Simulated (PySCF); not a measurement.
# Frontier levels across methods

Compound: PH4 (charge +1).
SMILES with atom numbers: `[PH4+:1]` (hydrogens: H2, H3, H4, H5 on P1)

Cartesian coordinates in Å at the PBE0-D3(BJ)/def2-SVP level; atoms count from 1:
```
atom  x, y, z in Å
P1     0.002    0.001   -0.002
H2    -0.754   -0.883   -0.797
H3     0.343   -0.632    1.210
H4    -0.758    1.156    0.269
H5     1.177    0.362   -0.690
```

Basis pcSseg-2 throughout (PySCF), one geometry. Geometry: PBE0-D3(BJ)/def2-SVP; no solvent, vibrations or thermal averaging.

Q: How do the orbital energies and the gap change with the method?

A: 
| method | kind | HOMO (eV) | LUMO (eV) | gap (eV) | SCF cycles |
| --- | --- | --- | --- | --- | --- |
| BLYP | GGA | -17.58 | -6.97 | 10.61 | 10 |
| LDA | LDA | -17.64 | -7.17 | 10.47 | 10 |
| PBE | GGA | -17.68 | -7.08 | 10.61 | 10 |
| B97-D | GGA | -17.72 | -6.98 | 10.74 | 9 |
| OPBE | GGA | -17.76 | -7.05 | 10.70 | 10 |
| KT2 | GGA | -17.77 | -7.07 | 10.70 | 10 |
| BP86 | GGA | -17.79 | -7.13 | 10.66 | 9 |
| KT3 | GGA | -17.89 | -7.14 | 10.76 | 10 |
| B3LYP | global hybrid | -18.89 | -6.30 | 12.59 | 10 |
| PBE0 | global hybrid | -19.12 | -6.04 | 13.08 | 9 |
| mPW1PW91 | global hybrid | -19.17 | -6.07 | 13.10 | 9 |
| HF | Hartree–Fock | -22.66 | -2.86 | 19.80 | 8 |

The HOMO spans 5.08 eV, from BLYP down to HF, and the gap runs from 10.47 eV (LDA) to 19.80 eV (HF). Over the methods BLYP (0 %), LDA (0 %), PBE (0 %), B97-D (0 %), OPBE (0 %), KT2 (0 %), BP86 (0 %), KT3 (0 %), B3LYP (20 %), PBE0 (25 %), mPW1PW91 (25 %), HF (100 %), a straight line through the gap against the share of exact exchange rises by 0.92 eV for each 10 % (correlation coefficient 0.999).
